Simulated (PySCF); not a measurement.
Simulated outer-valence photoelectron spectrum of `C=C(F)OCF`. Level of theory: EOM-IP-CCSD/aug-cc-pVDZ in PySCF, restricted Hartree–Fock reference, frozen core, non-relativistic, gas phase, PBE0-D3(BJ)/def2-SVP geometry.

Each root has a Gaussian of 0.4 eV full width with its one-hole share as area; cross sections and vibrations are left out, and the highest printed point is 100.

```json
{"ionisation energy (eV)": "9.2", "intensity": "1"}
{"ionisation energy (eV)": "9.4", "intensity": "11"}
{"ionisation energy (eV)": "9.6", "intensity": "45"}
{"ionisation energy (eV)": "9.8", "intensity": "44"}
{"ionisation energy (eV)": "10.0", "intensity": "11"}
{"ionisation energy (eV)": "10.2", "intensity": "1"}
{"ionisation energy (eV)": "10.4", "intensity": "0"}
{"ionisation energy (eV)": "10.6", "intensity": "0"}
{"ionisation energy (eV)": "10.8", "intensity": "0"}
{"ionisation energy (eV)": "11.0", "intensity": "0"}
{"ionisation energy (eV)": "11.2", "intensity": "0"}
{"ionisation energy (eV)": "11.4", "intensity": "0"}
{"ionisation energy (eV)": "11.6", "intensity": "0"}
{"ionisation energy (eV)": "11.8", "intensity": "0"}
{"ionisation energy (eV)": "12.0", "intensity": "0"}
{"ionisation energy (eV)": "12.2", "intensity": "0"}
{"ionisation energy (eV)": "12.4", "intensity": "2"}
{"ionisation energy (eV)": "12.6", "intensity": "18"}
{"ionisation energy (eV)": "12.8", "intensity": "51"}
{"ionisation energy (eV)": "13.0", "intensity": "44"}
{"ionisation energy (eV)": "13.2", "intensity": "46"}
{"ionisation energy (eV)": "13.4", "intensity": "48"}
{"ionisation energy (eV)": "13.6", "intensity": "14"}
{"ionisation energy (eV)": "13.8", "intensity": "1"}
{"ionisation energy (eV)": "14.0", "intensity": "7"}
{"ionisation energy (eV)": "14.2", "intensity": "40"}
{"ionisation energy (eV)": "14.4", "intensity": "80"}
{"ionisation energy (eV)": "14.6", "intensity": "100"}
{"ionisation energy (eV)": "14.8", "intensity": "80"}
{"ionisation energy (eV)": "15.0", "intensity": "25"}
{"ionisation energy (eV)": "15.2", "intensity": "2"}
{"ionisation energy (eV)": "15.4", "intensity": "0"}
{"ionisation energy (eV)": "15.6", "intensity": "0"}
{"ionisation energy (eV)": "15.8", "intensity": "9"}
{"ionisation energy (eV)": "16.0", "intensity": "40"}
{"ionisation energy (eV)": "16.2", "intensity": "46"}
{"ionisation energy (eV)": "16.4", "intensity": "13"}
{"ionisation energy (eV)": "16.6", "intensity": "1"}
{"ionisation energy (eV)": "16.8", "intensity": "3"}
{"ionisation energy (eV)": "17.0", "intensity": "23"}
{"ionisation energy (eV)": "17.2", "intensity": "52"}
{"ionisation energy (eV)": "17.4", "intensity": "28"}
{"ionisation energy (eV)": "17.6", "intensity": "4"}
{"ionisation energy (eV)": "17.8", "intensity": "0"}
```

**Question.** Where are the maxima, and how many lines lie under the curve?

**Answer.** 6 maxima, at 9.7, 12.9, 13.3, 14.6, 16.1 and 17.2 eV, from 8 lines. At this width some lines have no maximum of their own.

**Question.** List the lines with their holes.

**Answer.** 
| E (eV) | leading hole (HF orbital) | area | Koopmans (eV) |
| --- | --- | --- | --- |
| 9.70 | HOMO | 0.96 | 10.03 |
| 12.85 | HOMO-1 | 0.96 | 14.37 |
| 13.33 | HOMO-2 | 0.94 | 15.40 |
| 14.34 | HOMO-4 | 0.95 | 16.46 |
| 14.60 | HOMO-3 | 0.95 | 15.99 |
| 14.77 | HOMO-5 | 0.95 | 16.87 |
| 16.12 | HOMO-6 | 0.94 | 18.57 |
| 17.21 | HOMO-7 | 0.94 | 19.30 |

The widest gap, 3.15 eV, lies between 9.70 and 12.85 eV. Only orbitals with −ε under 21 eV, eight at most, were ionised, so the high end of the curve may lack lines.

Shape of the structure used: `[CH2:1]=[C:2]([F:3])[O:4][CH2:5][F:6]`: C1–C2–O4–C5 18°, C2–O4–C5–F6 -75°.

One conformer stands for the species.
